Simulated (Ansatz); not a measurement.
in.yaml

```yaml
crystal:
  periodic: [false, false, false]
  atoms:
    - {symbol: B, position_ang: [0.000000, 0.005772, 0.059659]}
    - {symbol: H, position_ang: [0.000000, 0.644332, -0.878673]}
    - {symbol: H, position_ang: [0.000000, 0.005772, 1.233873]}
    - {symbol: H, position_ang: [0.000000, -0.712012, -0.995087]}
basis:
  gaussian: {orbitals: "6-31++G**"}
total_charge: 1
magnetization: {spin_polarized: true, initial_magnetization: 1}
hamiltonian: {xc: hf}
scf: {lower_state_search: full}
output: {forces: true, orbitals: {seedname: orbitals}}
```

```sh
$ ansatz run in.yaml --threads 1 --pin off --events-out ev --progress --plain --max-ram 2393MiB
```

Log:

```
337 factors; integrals over basis functions are off by at most 1.1e-3 eV
mean field evaluation 1: about -706.2326 eV, gradient 8.1e0 eV
mean field evaluation 2: about -706.2333 eV, gradient 8.1e0 eV
mean field evaluation 4: about -706.7506 eV, gradient 4.7e-1 eV
mean field evaluation 8: about -706.7546 eV, gradient 3.9e-3 eV
mean field evaluation 16: about -702.5154 eV, gradient 1.5e1 eV
mean field evaluation 32: about -706.7502 eV, gradient 3.2e-1 eV
mean field -706.75464439 eV, -25.9727541257 hartree, gradient 2.4e-5 eV, S^2 0.757026; 4 other end points of the search recorded, 0 dependent functions left out
the calculation of the forces begins
reference -706.75464439 eV, -25.9727541257 hartree; 4, 3 occupied and 33, 34 virtual orbitals, 337 factors
Total energy: -706.75464439 eV, -25.9727541257 hartree
Atom 0 at     0.000000     0.005772     0.059659 Å, force    -0.000000    -1.118424     2.674402 eV/Å
Atom 1 at     0.000000     0.644332    -0.878673 Å, force     0.000000     1.606729    -2.294610 eV/Å
Atom 2 at     0.000000     0.005772     1.233873 Å, force    -0.000000    -0.202844    -0.351219 eV/Å
Atom 3 at     0.000000    -0.712012    -0.995087 Å, force     0.000000    -0.285460    -0.028573 eV/Å
Dipole moment:     0.000000    -0.051297    -0.230686 e Å
```

Forces (eV/Å):
```
B    0.000 -1.118  2.674
H    0.000  1.607 -2.295
H    0.000 -0.203 -0.351
H    0.000 -0.285 -0.029
```

Ran on 1 thread of AMD EPYC 7R43, shared host: 0.33 s wall, 0.07 GiB peak host memory.
